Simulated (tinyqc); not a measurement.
Worked calculation: Born-Oppenheimer dynamics on the UHF/sto-3g surface (energies and gradients from PySCF), for BH, spin multiplicity 3. Computed by tinyqc, a small Python program that keeps every step (integrals from PySCF). Settings: charge = 0, multiplicity = 3, basis = sto-3g, time step (fs) = 0.5, steps = 24. Command: `OMP_NUM_THREADS=1 python tinyqc.py 23915 23916 out.jsonl` (the two numbers bound the seeds that draw the settings). One thread of a shared host (Intel(R) Xeon(R) Processor @ 2.60GHz), about 2 s of CPU time with the checks.

## Velocity Verlet step 1

positions (bohr):
```
           x         y         z
1B  0.000000  0.000000  0.000000
2H  0.000000  0.000000  2.598373
```

velocities (bohr per atomic time unit):
```
               x             y             z
1B  -0.000030192   0.000039752   0.000101226
2H   0.000329808  -0.000434248  -0.001105774
```

gradient (hartree/bohr):
```
             x           y            z
1B  0.00000000  0.00000000  -0.09697035
2H  0.00000000  0.00000000   0.09697035
```

masses (electron masses): 1B 20068.735323, 2H 1837.152588

gradient after step 1 (hartree/bohr):
```
              x            y            z
1B  -0.00026663   0.00035107  -0.09176674
2H   0.00026663  -0.00035107   0.09176674
```

dt = 0.5 fs = 20.6707 atomic units; x' = x + v dt - g dt^2 / (2m); after the new gradient g', v' = v - (g + g') dt / (2m).

positions after step 1 (bohr):
```
            x          y         z
1B  -0.000624   0.000822  0.003125
2H   0.006817  -0.008976  2.564240
```

velocities after step 1 (bohr per atomic time unit):
```
               x             y             z
1B  -0.000030054   0.000039572   0.000198425
2H   0.000328308  -0.000432273  -0.002167560
```

## Velocity Verlet step 2

gradient after step 2 (hartree/bohr):
```
              x            y            z
1B  -0.00048657   0.00064064  -0.08212416
2H   0.00048657  -0.00064064   0.08212416
```

As before.

positions after step 2 (bohr):
```
            x          y         z
1B  -0.001242   0.001636  0.008203
2H   0.013573  -0.017871  2.508764
```

velocities after step 2 (bohr per atomic time unit):
```
               x             y             z
1B  -0.000029666   0.000039061   0.000287978
2H   0.000324071  -0.000426694  -0.003145825
```

## Energy conservation

The total energy should stay constant up to terms of order dt^2; the step counts as short enough if it moves by less than 2 % of the largest kinetic energy.

Trajectory:
```
time (fs)  1B-2H (angstrom)  potential (hartree)  kinetic (hartree)  total (hartree)
0.000000           1.375000         -24.72800885         0.00152413     -24.72648472
0.500000           1.355299         -24.73152376         0.00500627     -24.72651749
1.000000           1.323303         -24.73678869         0.01021045     -24.72657824
1.500000           1.280308         -24.74285249         0.01618024     -24.72667224
2.000000           1.228402         -24.74829071         0.02149356     -24.72679715
2.500000           1.170714         -24.75129721         0.02436868     -24.72692853
3.000000           1.111678         -24.75013153         0.02313075     -24.72700078
3.500000           1.057159         -24.74415846         0.01724590     -24.72691256
4.000000           1.014105         -24.73526141         0.00863876     -24.72662265
4.500000           0.989328         -24.72813919         0.00183110     -24.72630809
5.000000           0.987388         -24.72751291         0.00123549     -24.72627743
5.500000           1.008662         -24.73383146         0.00726672     -24.72656474
6.000000           1.049172         -24.74281291         0.01593521     -24.72687770
6.500000           1.102315         -24.74947404         0.02247401     -24.72700002
7.000000           1.161051         -24.75142928         0.02448251     -24.72694677
7.500000           1.219299         -24.74899686         0.02217760     -24.72681925
8.000000           1.272392         -24.74382528         0.01713452     -24.72669076
8.500000           1.317005         -24.73775386         0.01116266     -24.72659120
9.000000           1.350899         -24.73228168         0.00575637     -24.72652531
9.500000           1.372665         -24.72843551         0.00194710     -24.72648841
10.000000          1.381513         -24.72680543         0.00033070     -24.72647472
10.500000          1.377150         -24.72761385         0.00113247     -24.72648137
11.000000          1.359718         -24.73075240         0.00424258     -24.72650982
11.500000          1.329827         -24.73576316         0.00919801     -24.72656515
12.000000          1.288657         -24.74177557         0.01512251     -24.72665306
```

The total energy moves within 7.2e-04 hartree; that is over 2 % of the largest kinetic energy, so the time step is too long.
